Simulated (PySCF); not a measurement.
# How well do the runs reproduce experiment for propionitrile?

**The experiment to reproduce.**

NIST CCCBDB Release 22 (SRD 101), experimental dipoles lists, for the gas: dipole moment 4.011 D.

The results are set against them at the end.

Propionitrile, C3H5N.
SMILES with atom numbers: `[CH3:1][CH2:2][C:3]#[N:4]` (hydrogens: H5, H6, H7 on C1; H8, H9 on C2)

Structure used (GFN2-xTB), in Å, numbered top down from 1:
```
atom  x, y, z in Å
C1    -0.9640   -0.2959    0.0853
C2     0.2971    0.4658   -0.3276
C3     1.4661   -0.0973    0.2999
N4     2.3846   -0.5538    0.8041
H5    -1.1010   -0.2491    1.1633
H6    -0.8909   -1.3409   -0.2076
H7    -1.8355    0.1406   -0.3968
H8     0.2229    1.5170   -0.0340
H9     0.4342    0.4195   -1.4118
```

Runs made with PySCF (gas phase, on this GFN2-xTB geometry; no spin–orbit coupling):

```csv
level,job,basis functions,wall time
PBE0/pcSseg-1,"shieldings, charges and field gradients",93,5.1 s
B3LYP/pcJ-1,spin–spin couplings from 9 perturbed nuclei,158,18 s
```

Hardware: Arm Neoverse V1, one thread, shared host.

Results beside the measurements:

**Dipole moment.** Measured: 4.011 D (NIST CCCBDB Release 22 (SRD 101), experimental dipoles).

```csv
level,computed (D),computed − measured (D),% (from the printed values)
PBE0/pcSseg-1,4.024,+0.013,0
B3LYP/pcJ-1,4.005,-0.006,0
```

Closest is B3LYP/pcJ-1 (-0.006 D), furthest PBE0/pcSseg-1 (+0.013 D); one molecule doesn't rank methods. The computed dipoles belong to one fixed geometry; measured ones are averaged over vibrations unless marked μe. Magnitudes are compared, not signs.

No measured geometry was used, and the causes of the misses weren't examined.
